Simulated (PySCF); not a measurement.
**Question.** Give a PBE0-D3(BJ)/def2-SVP geometry of `C=C([S-])C(F)F`. (Charge -1.)

**Answer.** 
Z-matrix in Å and degrees, rows numbered from 1:
```
C 
C   1  1.3589
S   2  1.7222  1  129.48
C   2  1.5097  1  117.69  3  -179.27
F   4  1.3645  2  111.80  1   102.12
F   4  1.3743  2  114.03  1   -16.66
H   1  1.0938  2  121.18  3  -179.39
H   1  1.0935  2  119.93  3     0.18
H   4  1.1038  2  110.24  1  -138.13
```

Of the pairs four or more bonds apart, F6···H7 is among the closest relative to their van der Waals radii: 2.36 Å, 88 % of the sum of Bondi's values. C2 (fully substituted alkene carbon) is planar (angles 129.5°, 117.7° and 112.8°, sum 360.0°, 0.01 Å off the plane of its three neighbours). C1 (carbon bonded to C and 2 H) is planar (angles 121.2°, 119.9° and 118.9°, sum 360.0°, 0.00 Å off the plane of its three neighbours). The 2 C–C bonds span 1.359 Å (C1=C2, drawn double in one of several resonance forms) to 1.510 Å (C2–C4, drawn single), a spread of 0.151 Å.

Computed with PBE0-D3(BJ)/def2-SVP geometry optimisation, gas phase in PySCF 2.14.0.

Point group: C1 (no symmetry element, even within 0.4 Å). No PBE0-D3(BJ)/def2-SVP frequencies stand behind this structure, so it isn't proved a minimum. Torsions: C1–C2–C4–F5 102°.

On x86-64 server, one thread, shared host, this took 44 s wall. These figures are those of the optimisation.

One conformer stands for the species.
